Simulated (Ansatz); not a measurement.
| atom | x (Å) | y (Å) | z (Å) |
| --- | --- | --- | --- |
| C | -1.3897 | 0.4301 | 0.0209 |
| S | 0.1102 | -0.6091 | -0.0190 |
| C | 1.3549 | 0.5818 | 0.0418 |
| H | -2.2457 | -0.2428 | -0.0248 |
| H | -1.4265 | 1.0047 | 0.9464 |
| H | -1.4126 | 1.0989 | -0.8404 |
| H | 1.1631 | 1.5967 | -0.2795 |
| H | 2.3680 | 0.2169 | 0.1269 |

Basis set: pcseg-2 (spherical functions). Charge 0, multiplicity 2.

Computed with Ansatz (development build ahead of 0.2.0); each method stands on the lowest determinant of its kind that the runs found.

The atomization energy at this shape (free ground-state atoms in the same class of orbitals less the molecule, no zero-point energy) of doublet C2H5S:

```
              method  atomization energy
ωB97X (unrestricted)     668.20 kcal/mol
```

Question: What does r²SCAN (unrestricted) give?

Answer: 673.56 kcal/mol.

The shape needn't be a minimum at these levels.
